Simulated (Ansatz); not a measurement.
# BH2F: basis-set convergence

Aim: see how fast density functionals and correlated methods converge with the basis set for BH2F.

Method: one geometry, several basis sets; program: Ansatz 0.2.0, Gaussian basis.

Levels to be run: PBE0-D4/def2-SVP; ωB97M-V/def2-SVP; PBE0-D4/def2-QZVPP; ωB97M-V/def2-QZVPP; CCSD(T)/cc-pV(D+d)Z; CCSD(T)/cc-pV(T+d)Z; CCSD(T)/cc-pV(Q+d)Z; the functionals' def2-TZVPP values are taken from earlier runs.

## (1) The geometry

An earlier PBE0-D4 in a triple-zeta def2 set relaxation fixed the geometry.

SMILES `BF`, 4 atoms, charge 0, spin multiplicity 1.

Atoms are counted from 1 here; the program's logs count them from 0.

Bond lengths: B1–F2 1.317 Å, B1–H3 1.197 Å, B1–H4 1.198 Å. Angles: F2–B1–H3 117.8°, F2–B1–H4 117.8°, H3–B1–H4 124.4°.

## (2) PBE0-D4 in def2-SVP

The input, in.yaml:

```yaml
crystal:
  periodic: [false, false, false]
  atoms:
    - {symbol: B, position_ang: [-0.027251, -0.003983, -0.030836]}
    - {symbol: F, position_ang: [1.061163, -0.296704, 0.649862]}
    - {symbol: H, position_ang: [-1.012481, -0.649130, 0.186214]}
    - {symbol: H, position_ang: [0.034170, 0.889617, -0.825640]}
basis:
  gaussian: {orbitals: def2-SVP}
hamiltonian: {xc: pbe0, dispersion: d4}
output: {orbitals: {seedname: orbitals}}
```

Further steps of the session: ωB97M-V in def2-SVP; PBE0-D4 in def2-QZVPP; ωB97M-V in def2-QZVPP; CCSD(T) in cc-pV(D+d)Z; CCSD(T) in cc-pV(T+d)Z; CCSD(T) in cc-pV(Q+d)Z.

**Question.** What will the summary of the whole plan be? Wanted: MP2 correlation recovered, cc-pV(D+d)Z; MP2 correlation recovered, cc-pV(T+d)Z; MP2 correlation recovered, cc-pV(Q+d)Z; CCSD(T) limit from def2 sets; PBE0-D4: double and triple zeta above quadruple; ωB97M-V: double and triple zeta above quadruple.

The runs gave:

| quantity | value |
| --- | --- |
| MP2 correlation recovered, cc-pV(D+d)Z | 67.2 % |
| MP2 correlation recovered, cc-pV(T+d)Z | 87.3 % |
| MP2 correlation recovered, cc-pV(Q+d)Z | 94.7 % |
| CCSD(T) limit from def2 sets (earlier runs) less the limit of this series | 18 meV |
| PBE0-D4: double and triple zeta above quadruple | 4.34, 0.20 eV |
| ωB97M-V: double and triple zeta above quadruple | 4.47, 0.19 eV |

**Reading.** PBE0-D4 gains 4.15 eV from double to triple zeta, then 0.20 eV more. Correlation climbs from 67 % (cc-pV(D+d)Z) to 95 % (cc-pV(Q+d)Z) of the limit; Hartree-Fock is 0.083 eV from its own by then. A limit from the def2 sets, made apart, differs by 18 meV, a least measure of the doubt on such a limit. These are total energies; as a rule much of such shifts cancels in differences, which this series doesn't test. The LUMO of ωB97M-V is positive and keeps falling with the basis (1.15 to 0.62 eV): an unbound level that the basis holds in place.
